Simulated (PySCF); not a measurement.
Problem. What does the PBE0-D3(BJ)/def2-SVP structure of `S=C(CC)C` look like in three dimensions?

Solution. 
```
atom  x, y, z in Å
C1     1.5413   -0.3397   -0.2266
C2     0.6005    0.5716    0.5615
C3    -0.7541    0.7112   -0.0799
C4    -1.6029   -0.5222   -0.1076
S5    -1.2484    2.1150   -0.7387
H6     2.5278   -0.3823    0.2577
H7     1.1614   -1.3700   -0.2966
H8     1.6825    0.0426   -1.2490
H9     1.0425    1.5725    0.6608
H10    0.4637    0.1616    1.5790
H11   -1.1631   -1.2596   -0.8015
H12   -1.6293   -1.0044    0.8839
H13   -2.6218   -0.2963   -0.4432
```

Orientation and origin are arbitrary. Atoms count from 1 in this order. Of the pairs four or more bonds apart, H7···H11 is among the closest relative to their van der Waals radii: 2.38 Å, 99 % of the sum of Bondi's values. The C–C distances run from 1.498 Å (C3–C4, drawn single) to 1.529 Å (C1–C2, drawn single), a spread of 0.031 Å.

Bonds between heavy atoms (Å): C1–C2 1.529, C2–C3 1.505, C3–C4 1.498, C3=S5 1.627.

Computed with PySCF 2.14.0, PBE0-D3(BJ)/def2-SVP geometry optimisation, gas phase.

Point group: C1 (no symmetry element, even within 0.4 Å). Whether it is a minimum is left open (no frequencies). One conformer, not necessarily the lowest (C1–C2–C3–C4 67°).
